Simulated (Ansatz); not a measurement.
We consider 1T (CdI2-type) PtSe₂, described by PBEsol+SOC in Ansatz (PAW).

Settings: plane-wave cutoff 520 eV, 12×12×8 k mesh (along the axes of the cell as run), Fermi–Dirac smearing 0.01 eV, PAW data made under PBE.

Computed at the level's own relaxed cell.

Question: What does this level give for the equilibrium volume per atom, bulk modulus, equilibrium lattice constant a and lattice parameter c?

Answer: 
- equilibrium volume per atom: 19.89 Å³/atom
- bulk modulus: 44.1 GPa
- equilibrium lattice constant a: 3.757 Å
- lattice parameter c: 4.882 Å

The run finds no gap.

Measured, for comparison: lattice constant a 3.727 Å (temperature not stated, no zero-point or thermal correction; as tabulated in Björkman (2014), arXiv:1406.2436); lattice parameter c 5.074 Å (temperature not stated, zero-point anharmonic expansion removed (computed with revB86b-DF2); no thermal correction; as tabulated in Björkman (2014), arXiv:1406.2436). Computed (rounded) less measured: lattice constant a +0.8 %, lattice parameter c -3.8 %.

Note: the cell comes from a level without a dispersion term, which matters for the spacing of layers, chains or molecules; the bulk modulus comes from volumes at which shape and atoms were relaxed.

The computed numbers hold no vibrational or temperature effects.

It cost about 60 core-minutes (a rough figure) of CPU time.

Ansatz is a quantum-chemistry and plane-wave program.
